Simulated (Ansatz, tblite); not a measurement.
# The cluster Cs₂I₂: a ladder of methods and basis sets

Aim: run the singlet of the cluster Cs₂I₂ at one geometry on many levels, and compare frontier levels, spin and run time.

The runs use Ansatz 0.2.0, Gaussian basis; as each input shows.

Plan: GFN1-xTB, GFN2-xTB, PBE-D4/def2-TZVP, r2SCAN-D4/def2-TZVP, BHLYP-D4/def2-TZVP, revPBE-D4/def2-TZVP, CAM-B3LYP-D4/def2-TZVP, B97M-V/def2-TZVP, ωB97M-V/def2-TZVP, PBE-D4/def2-SVP, PBE0-D4/def2-SVP, PBE0-D4/def2-TZVPD, PBE-D4/def2-TZVPD, r2SCAN-D4/def2-TZVPD, CCSD(T)/def2-TZVPP, MP2/def2-TZVP, RPA/def2-TZVP.

## (1) The relaxed structure

The singlet was relaxed beforehand with B3LYP-D4/def2-SVP. At that level it is the lowest of the isomers that a small search found.

4 atoms, charge 0, spin multiplicity 1.

Bond lengths: Cs1–I3 3.637 Å, Cs1–I4 3.637 Å, Cs2–I3 3.637 Å, Cs2–I4 3.637 Å. Angles: I3–Cs1–I4 92.0°, I3–Cs2–I4 92.1°, Cs1–I3–Cs2 88.0°, Cs1–I4–Cs2 87.9°.

Cs, I take a core potential in the def2 sets. No spin-orbit coupling is included.

PBE0-D4/def2-TZVP was run before; its log isn't repeated, and its numbers join the tables.

## (2) GFN1-xTB

Tight binding, by tblite at 300 K electronic temperature and without a spin-polarisation term:

```python
tblite.interface.Calculator('GFN1-xTB', numbers, positions, charge=0, uhf=0).singlepoint()
```

Energy -233.6433 eV, HOMO -9.10 eV, LUMO -7.80 eV; 0.002 s.

## (3) GFN2-xTB

Tight binding, by tblite at 300 K electronic temperature and without a spin-polarisation term:

```python
tblite.interface.Calculator('GFN2-xTB', numbers, positions, charge=0, uhf=0).singlepoint()
```

Energy -223.4557 eV, HOMO -9.54 eV, LUMO -6.19 eV; 0.003 s.

## (4) PBE-D4/def2-TZVP

start.molden holds the orbitals of an earlier run on this state, given as this run's starting guess.

The input, in.yaml:

```yaml
crystal:
  periodic: [false, false, false]
  atoms:
    - {symbol: Cs, position_ang: [0.976763, -0.607569, 2.248493]}
    - {symbol: Cs, position_ang: [-0.976783, 0.607501, -2.248108]}
    - {symbol: I, position_ang: [-0.850905, 2.271559, 0.983253]}
    - {symbol: I, position_ang: [0.850925, -2.271481, -0.983638]}
basis:
  gaussian: {orbitals: def2-TZVP, initial_orbitals: start.molden}
hamiltonian: {xc: pbe, dispersion: d4}
scf: {omitted_lower_state_checks: [starts]}
output: {forces: true, orbitals: {seedname: orbitals}}
```

The run is started by

```
ansatz run in.yaml --threads 4 --pin off --events-out ev --progress --plain --max-ram 3916MiB
```

Further steps of the session: r2SCAN-D4/def2-TZVP; BHLYP-D4/def2-TZVP; revPBE-D4/def2-TZVP; CAM-B3LYP-D4/def2-TZVP; B97M-V/def2-TZVP; ωB97M-V/def2-TZVP; PBE-D4/def2-SVP; PBE0-D4/def2-SVP; PBE0-D4/def2-TZVPD; PBE-D4/def2-TZVPD; r2SCAN-D4/def2-TZVPD; CCSD(T)/def2-TZVPP; MP2/def2-TZVP; RPA/def2-TZVP.

Q: Predict the results of all the runs planned. Wanted: gap in def2-TZVP, named functionals, smallest and largest; correlation energy, CCSD(T)/def2-TZVPP; correlation energy, MP2/def2-TZVP; binding an atom, CCSD(T)/def2-TZVPP; PBE0 total energy, smallest basis above largest.

The runs gave:

| quantity | value |
| --- | --- |
| gap in def2-TZVP, named functionals, smallest and largest | 3.39 eV (revPBE-D4), 7.54 eV (ωB97M-V) |
| correlation energy, CCSD(T)/def2-TZVPP | -34.77 eV |
| correlation energy, MP2/def2-TZVP | -32.92 eV |
| binding an atom, CCSD(T)/def2-TZVPP | 2.113 eV |
| PBE0 total energy, smallest basis above largest | 0.51 eV (def2-SVP, def2-TZVPD) |

What this shows: Orbital gaps of the named functionals in def2-TZVP span 3.39 eV (revPBE-D4) to 7.54 eV (ωB97M-V); exact exchange widens it. The functionals in def2-TZVP miss CCSD(T)/def2-TZVPP by -0.044 (revPBE-D4) to +0.100 eV (ωB97M-V) an atom. CCSD(T)/def2-TZVPP isn't at the basis-set limit; small misses against it rank nothing.
